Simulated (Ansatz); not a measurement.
# Molecular dynamics of H5NSi

input.yaml

```yaml
crystal:
  periodic: [false, false, false]
  atoms:
    - { symbol: Si, position_ang: [-0.025839, 0.046081, -0.036048] }
    - { symbol: H, position_ang: [-0.056731, 0.032565, 1.483857] }
    - { symbol: H, position_ang: [1.421819, 0.03992, -0.460078] }
    - { symbol: "N", position_ang: [-0.804911, 1.410426, -0.852763] }
    - { symbol: H, position_ang: [-1.81458, 1.485461, -0.674664] }
    - { symbol: H, position_ang: [-0.39071, 2.324148, -0.627956] }
    - { symbol: H, position_ang: [-0.711148, -1.209101, -0.516247] }
basis:
  gaussian: { orbitals: cc-pVDZ }
hamiltonian:
  xc: pbe
md:
  timestep: 0.5
  n_steps: 150
  ensemble: nve
  temperature: 400.0
  initial_velocities: maxwell_boltzmann
  seed: 857841
```

Run as:

```bash
$ ansatz run input.yaml --threads 1 --pin off --max-ram 2048MiB --backend cpu --events-out ev --progress --plain --runs-dir out
```

It starts from a relaxed structure.

Output, in part (one step line in 3, the closing report, with atoms numbered from 0):

```
md step     0: t =     0.00 fs  T =   400.0 K  F+E_penalty+E_count = -9442.99600699 eV  E_kin = 0.258520 eV  conserved = -9442.73748700 eV  (23 SCF iters)
md step     3: t =     1.50 fs  T =   317.1 K  F+E_penalty+E_count = -9442.94180537 eV  E_kin = 0.204956 eV  conserved = -9442.73684944 eV  (25 SCF iters)
md step     6: t =     3.00 fs  T =   184.6 K  F+E_penalty+E_count = -9442.85538383 eV  E_kin = 0.119336 eV  conserved = -9442.73604819 eV  (25 SCF iters)
md step     9: t =     4.50 fs  T =   153.9 K  F+E_penalty+E_count = -9442.83571581 eV  E_kin = 0.099444 eV  conserved = -9442.73627148 eV  (26 SCF iters)
md step    12: t =     6.00 fs  T =   193.4 K  F+E_penalty+E_count = -9442.86172016 eV  E_kin = 0.125007 eV  conserved = -9442.73671315 eV  (26 SCF iters)
md step    15: t =     7.50 fs  T =   213.6 K  F+E_penalty+E_count = -9442.87489331 eV  E_kin = 0.138042 eV  conserved = -9442.73685127 eV  (26 SCF iters)
md step    18: t =     9.00 fs  T =   174.3 K  F+E_penalty+E_count = -9442.84952999 eV  E_kin = 0.112629 eV  conserved = -9442.73690059 eV  (24 SCF iters)
md step    21: t =    10.50 fs  T =    79.1 K  F+E_penalty+E_count = -9442.78747308 eV  E_kin = 0.051130 eV  conserved = -9442.73634329 eV  (26 SCF iters)
md step    24: t =    12.00 fs  T =    41.2 K  F+E_penalty+E_count = -9442.76248282 eV  E_kin = 0.026643 eV  conserved = -9442.73583952 eV  (19 SCF iters)
md step    27: t =    13.50 fs  T =   147.8 K  F+E_penalty+E_count = -9442.83203561 eV  E_kin = 0.095539 eV  conserved = -9442.73649648 eV  (26 SCF iters)
md step    30: t =    15.00 fs  T =   277.4 K  F+E_penalty+E_count = -9442.91648831 eV  E_kin = 0.179256 eV  conserved = -9442.73723266 eV  (25 SCF iters)
md step    33: t =    16.50 fs  T =   288.3 K  F+E_penalty+E_count = -9442.92332221 eV  E_kin = 0.186331 eV  conserved = -9442.73699143 eV  (25 SCF iters)
md step    36: t =    18.00 fs  T =   220.4 K  F+E_penalty+E_count = -9442.87884825 eV  E_kin = 0.142458 eV  conserved = -9442.73639036 eV  (25 SCF iters)
md step    39: t =    19.50 fs  T =   190.5 K  F+E_penalty+E_count = -9442.85931957 eV  E_kin = 0.123090 eV  conserved = -9442.73622954 eV  (26 SCF iters)
md step    42: t =    21.00 fs  T =   235.4 K  F+E_penalty+E_count = -9442.88863443 eV  E_kin = 0.152145 eV  conserved = -9442.73648966 eV  (25 SCF iters)
md step    45: t =    22.50 fs  T =   301.0 K  F+E_penalty+E_count = -9442.93147342 eV  E_kin = 0.194524 eV  conserved = -9442.73694932 eV  (25 SCF iters)
md step    48: t =    24.00 fs  T =   291.8 K  F+E_penalty+E_count = -9442.92570350 eV  E_kin = 0.188558 eV  conserved = -9442.73714531 eV  (25 SCF iters)
md step    51: t =    25.50 fs  T =   177.1 K  F+E_penalty+E_count = -9442.85100346 eV  E_kin = 0.114476 eV  conserved = -9442.73652770 eV  (25 SCF iters)
md step    54: t =    27.00 fs  T =    81.3 K  F+E_penalty+E_count = -9442.78844190 eV  E_kin = 0.052552 eV  conserved = -9442.73589000 eV  (25 SCF iters)
md step    57: t =    28.50 fs  T =   122.6 K  F+E_penalty+E_count = -9442.81558135 eV  E_kin = 0.079259 eV  conserved = -9442.73632278 eV  (25 SCF iters)
md step    60: t =    30.00 fs  T =   225.4 K  F+E_penalty+E_count = -9442.88263812 eV  E_kin = 0.145684 eV  conserved = -9442.73695422 eV  (25 SCF iters)
md step    63: t =    31.50 fs  T =   262.5 K  F+E_penalty+E_count = -9442.90671359 eV  E_kin = 0.169626 eV  conserved = -9442.73708783 eV  (25 SCF iters)
md step    66: t =    33.00 fs  T =   202.8 K  F+E_penalty+E_count = -9442.86781118 eV  E_kin = 0.131098 eV  conserved = -9442.73671352 eV  (25 SCF iters)
md step    69: t =    34.50 fs  T =   127.7 K  F+E_penalty+E_count = -9442.81855845 eV  E_kin = 0.082510 eV  conserved = -9442.73604843 eV  (25 SCF iters)
md step    72: t =    36.00 fs  T =   159.8 K  F+E_penalty+E_count = -9442.83950199 eV  E_kin = 0.103285 eV  conserved = -9442.73621672 eV  (25 SCF iters)
md step    75: t =    37.50 fs  T =   265.4 K  F+E_penalty+E_count = -9442.90856134 eV  E_kin = 0.171526 eV  conserved = -9442.73703553 eV  (25 SCF iters)
md step    78: t =    39.00 fs  T =   290.6 K  F+E_penalty+E_count = -9442.92496871 eV  E_kin = 0.187839 eV  conserved = -9442.73712967 eV  (24 SCF iters)
md step    81: t =    40.50 fs  T =   208.8 K  F+E_penalty+E_count = -9442.87159549 eV  E_kin = 0.134971 eV  conserved = -9442.73662422 eV  (25 SCF iters)
md step    84: t =    42.00 fs  T =   117.3 K  F+E_penalty+E_count = -9442.81208116 eV  E_kin = 0.075809 eV  conserved = -9442.73627175 eV  (25 SCF iters)
md step    87: t =    43.50 fs  T =    96.3 K  F+E_penalty+E_count = -9442.79837990 eV  E_kin = 0.062232 eV  conserved = -9442.73614785 eV  (25 SCF iters)
md step    90: t =    45.00 fs  T =   166.6 K  F+E_penalty+E_count = -9442.84423350 eV  E_kin = 0.107689 eV  conserved = -9442.73654417 eV  (25 SCF iters)
md step    93: t =    46.50 fs  T =   244.1 K  F+E_penalty+E_count = -9442.89497280 eV  E_kin = 0.157753 eV  conserved = -9442.73722003 eV  (25 SCF iters)
md step    96: t =    48.00 fs  T =   205.3 K  F+E_penalty+E_count = -9442.86964122 eV  E_kin = 0.132673 eV  conserved = -9442.73696775 eV  (25 SCF iters)
md step    99: t =    49.50 fs  T =   103.8 K  F+E_penalty+E_count = -9442.80309880 eV  E_kin = 0.067083 eV  conserved = -9442.73601548 eV  (25 SCF iters)
md step   102: t =    51.00 fs  T =   111.9 K  F+E_penalty+E_count = -9442.80846265 eV  E_kin = 0.072348 eV  conserved = -9442.73611442 eV  (25 SCF iters)
md step   105: t =    52.50 fs  T =   219.8 K  F+E_penalty+E_count = -9442.87881843 eV  E_kin = 0.142033 eV  conserved = -9442.73678567 eV  (25 SCF iters)
md step   108: t =    54.00 fs  T =   299.0 K  F+E_penalty+E_count = -9442.93025296 eV  E_kin = 0.193265 eV  conserved = -9442.73698758 eV  (25 SCF iters)
md step   111: t =    55.50 fs  T =   293.0 K  F+E_penalty+E_count = -9442.92640102 eV  E_kin = 0.189371 eV  conserved = -9442.73703040 eV  (25 SCF iters)
md step   114: t =    57.00 fs  T =   200.5 K  F+E_penalty+E_count = -9442.86620773 eV  E_kin = 0.129598 eV  conserved = -9442.73660924 eV  (25 SCF iters)
md step   117: t =    58.50 fs  T =   116.3 K  F+E_penalty+E_count = -9442.81107723 eV  E_kin = 0.075180 eV  conserved = -9442.73589752 eV  (25 SCF iters)
md step   120: t =    60.00 fs  T =   165.7 K  F+E_penalty+E_count = -9442.84342639 eV  E_kin = 0.107088 eV  conserved = -9442.73633790 eV  (25 SCF iters)
md step   123: t =    61.50 fs  T =   267.5 K  F+E_penalty+E_count = -9442.91011056 eV  E_kin = 0.172893 eV  conserved = -9442.73721710 eV  (25 SCF iters)
md step   126: t =    63.00 fs  T =   257.2 K  F+E_penalty+E_count = -9442.90337949 eV  E_kin = 0.166259 eV  conserved = -9442.73712019 eV  (25 SCF iters)
md step   129: t =    64.50 fs  T =   149.1 K  F+E_penalty+E_count = -9442.83279569 eV  E_kin = 0.096388 eV  conserved = -9442.73640776 eV  (25 SCF iters)
md step   132: t =    66.00 fs  T =    82.9 K  F+E_penalty+E_count = -9442.78965303 eV  E_kin = 0.053604 eV  conserved = -9442.73604925 eV  (25 SCF iters)
md step   135: t =    67.50 fs  T =   133.6 K  F+E_penalty+E_count = -9442.82267084 eV  E_kin = 0.086357 eV  conserved = -9442.73631429 eV  (25 SCF iters)
md step   138: t =    69.00 fs  T =   248.2 K  F+E_penalty+E_count = -9442.89727770 eV  E_kin = 0.160380 eV  conserved = -9442.73689819 eV  (24 SCF iters)
md step   141: t =    70.50 fs  T =   303.9 K  F+E_penalty+E_count = -9442.93364497 eV  E_kin = 0.196397 eV  conserved = -9442.73724759 eV  (25 SCF iters)
md step   144: t =    72.00 fs  T =   235.7 K  F+E_penalty+E_count = -9442.88901079 eV  E_kin = 0.152304 eV  conserved = -9442.73670653 eV  (25 SCF iters)
md step   147: t =    73.50 fs  T =   150.6 K  F+E_penalty+E_count = -9442.83331602 eV  E_kin = 0.097349 eV  conserved = -9442.73596685 eV  (25 SCF iters)
md step   150: t =    75.00 fs  T =   186.3 K  F+E_penalty+E_count = -9442.85668459 eV  E_kin = 0.120405 eV  conserved = -9442.73627960 eV  (24 SCF iters)
Total energy: -9442.85671824 eV, -347.0185837973 hartree
Atom 0 at    -0.026512     0.048468    -0.038590 Å, force    -1.521710    -1.085994     0.474588 eV/Å
Atom 1 at    -0.067829     0.067143     1.504774 Å, force    -0.122882    -0.077155    -0.340854 eV/Å
Atom 2 at     1.371371     0.106379    -0.365749 Å, force     1.321510    -0.072677    -0.461042 eV/Å
Atom 3 at    -0.804806     1.407064    -0.867518 Å, force     0.260568     0.286424     0.204880 eV/Å
Atom 4 at    -1.771727     1.483951    -0.537330 Å, force    -0.325743     0.146218    -0.077567 eV/Å
Atom 5 at    -0.342950     2.292564    -0.578698 Å, force    -0.183734    -0.224550    -0.185780 eV/Å
Atom 6 at    -0.722918    -1.296837    -0.542206 Å, force     0.571990     1.027736     0.385774 eV/Å
Dipole moment:    -0.097858     0.233339     0.142761 e Å
```

The run went to its last step. The conserved energy stayed within 0.24 meV per atom of its start (net change 0.17 meV per atom), so the integration is sound. Over the second half the temperature averaged 0.49 of the 400 K drawn at the start: a run that starts near a minimum puts about half its kinetic energy into the potential. A run of 0.075 ps of so small a system gives no equilibrium averages.

The same pairs are bonded in the first frame and the last. Pairs count as bonded within 1.25 times the sum of covalent radii (0.12 Å more for H–H).

Last frame:

```xyz
7
Properties=species:S:1:pos:R:3
Si -0.026 0.049 -0.039
H -0.068 0.067 1.505
H 1.371 0.106 -0.366
N -0.805 1.407 -0.868
H -1.772 1.484 -0.537
H -0.343 2.293 -0.579
H -0.723 -1.297 -0.542
```

Run time: 2.9 min on 1 thread of Arm Neoverse V1 (shared host), peak memory 0.095 GiB.
